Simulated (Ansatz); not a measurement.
# BH4O (doublet): from Hartree-Fock to the top rungs at distance O1–H3 along a hydrogen transfer = 0.960 Å, cc-pVDZ

The task here is to estimate one member of a computed series from the others.

Computed with Ansatz 0.2.0, Gaussian basis. Level: cc-pVDZ, core rule «outside noble gas», up to 2 orbitals frozen.

To be run: UHF; CCSD(T) on ROHF; CCSD(T) on UHF; BCCD(T) on ROHF; CISD; CCSDT(Q) on ROHF; CCSDT(Q) on UHF; CASSCF and MRCISD+Q, 3 electrons in 3 orbitals; CASSCF and NEVPT2, 3 electrons in 3 orbitals.

10 further runs of the same task are left out: 1 for a mislabelled method, 8 that didn't finish, 1 set aside as unsound or not needed.

## The geometry

The geometry derives from fragments relaxed apart (PBE0/def2-TZVP) and kept rigid, so it is no stationary point. A hydrogen atom is moved between rigid fragments.

6 atoms, charge 0, spin multiplicity 2.

Atoms are counted from 1 here; the program's logs count them from 0.

Bond lengths: O1–H2 0.960 Å, O1–H3 0.960 Å, B4–H5 1.191 Å, B4–H6 1.191 Å. Angles: H2–O1–H3 105.1°, H5–B4–H6 129.4°.

Set-up of the first run:

in.yaml reads:

```yaml
crystal:
  periodic: [false, false, false]
  atoms:
    - {symbol: O, position_ang: [-1.067507, -0.030281, 0.000000]}
    - {symbol: H, position_ang: [-1.316817, 0.896295, 0.000000]}
    - {symbol: H, position_ang: [-0.107978, -0.030281, 0.000000]}
    - {symbol: B, position_ang: [1.363493, -0.030281, 0.000000]}
    - {symbol: H, position_ang: [1.872566, -0.030281, 1.077008]}
    - {symbol: H, position_ang: [1.872566, -0.030281, -1.077009]}
basis:
  gaussian: {orbitals: cc-pVDZ}
magnetization: {spin_polarized: true, initial_magnetization: 1}
hamiltonian: {xc: hf}
output: {orbitals: {seedname: orbitals}}
```

The run is started by

```console
ansatz run in.yaml --threads 1 --pin off --events-out ev --progress --plain --max-ram 2393MiB
```

Among the steps run: UHF; CCSD(T) on ROHF; CCSD(T) on UHF; BCCD(T) on ROHF; CISD; CCSDT(Q) on ROHF; CCSDT(Q) on UHF; CASSCF and MRCISD+Q, 3 electrons in 3 orbitals; CASSCF and NEVPT2, 3 electrons in 3 orbitals.

One table of the session follows, with a row left open; its other results are not shown here.

```
       method  from UCCSDT(Q) (meV)
         ROHF               +8690.0
          UHF               +8580.4
         RMP2                +952.8
         UMP2                +968.5
         CISD                +825.3
        RCCSD                +189.0
        UCCSD                +186.5
     RCCSD(T)                 +33.5
     UCCSD(T)                 +33.5
      BCCD(T)                 +33.1
       RCCSDT                 +16.2
       UCCSDT                     ?
    RCCSDT(Q)                  +0.8
    UCCSDT(Q)                     0
  CASSCF pair               +8123.3
  NEVPT2 pair                +958.8
  MRCISD pair                +741.5
MRCISD+Q pair                 +92.2
```

Estimate the missing values for UCCSDT.

**Answer.** from UCCSDT(Q) (meV): +15.8. In the column «from UCCSDT(Q) (meV)» it lies between RCCSDT(Q) (+0.8) and RCCSDT (+16.2).

To keep in mind: Restricted and unrestricted rows rest on different reference determinants; where their highest levels disagree by more than a few hundredths of an eV, they describe different states and don't form one ladder.
